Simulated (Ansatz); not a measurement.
C₃H₄FN, SMILES C=NC(=C)F, vertical spin-state energies

Program: Ansatz's Python interface.

Script `spin_c3h4fn.py`:
```python
'''Vertical spin-state energies of C3H4FN.'''

import ansatz as az

geometry_ang = [
    ('C', (0.3665, 1.5372, -0.6828)),
    ('N', (-0.1993, 0.838, 0.2252)),
    ('C', (-0.0552, -0.5017, 0.0548)),
    ('C', (-0.4285, -1.3726, 0.9438)),
    ('F', (0.6542, -0.9858, -1.0191)),
    ('H', (0.2115, 2.6924, -0.6249)),
    ('H', (0.8979, 1.2071, -1.5691)),
    ('H', (-1.0114, -1.0334, 1.8142)),
    ('H', (-0.3472, -2.4276, 0.8409)),
]
geometry = az.Crystal.molecule()
for symbol, xyz in geometry_ang:
    geometry = geometry.atom(symbol, xyz)

base = (
    geometry.calculation()
    .basis(gaussian='cc-pVDZ')
    .functional('r2SCAN', dispersion='d3bj')
)
found = {}
for unpaired in [0, 2]:
    report = base.spin('collinear', total=unpaired).run().report
    s = unpaired / 2
    found[unpaired] = report['free_energy_ev']
    print(f'2S+1 = {unpaired + 1}: E = {found[unpaired]:.5f} eV, <S^2> = {abs(report["mean_field"]["state"]["spin_squared"]):.3f} (pure state {s * (s + 1):.2f})')
lowest = min(found, key=found.get)
for unpaired, e in found.items():
    print(f'multiplicity {unpaired + 1}: {23.060548 * (e - found[lowest]):.1f} kcal/mol above the lowest')
```

```console
$ python spin_c3h4fn.py
DeckWarning: the engine holds no damping parameters fitted to this dispersion correction and functional, so the run takes those fitted to r2scan beside the three-body term, which d3bj leaves out (hamiltonian.dispersion, under Limitations)
2S+1 = 1: E = -7377.95202 eV, <S^2> = 0.000 (pure state 0.00)
2S+1 = 3: E = -7374.85996 eV, <S^2> = 2.011 (pure state 2.00)
multiplicity 1: 0.0 kcal/mol above the lowest
multiplicity 3: 71.3 kcal/mol above the lowest
```
(Warnings from the package without file and line.)

In order: multiplicity 1 (+0.00 eV) and multiplicity 3 (+3.09 eV), all at the one geometry.

Total energies depend on the basis set; only differences at equal settings carry meaning. The geometry is a force-field or estimated start, not a minimum of this method, and the basis set is short of its limit. All parts are taken at fixed geometry, without zero-point energy. A dispersion term here runs with damping parameters fitted for another variant or functional. Wall time of the script: 14 s on 1 thread of AMD EPYC 7B13 (Zen 3), on a shared host, peak memory 0.25 GiB.
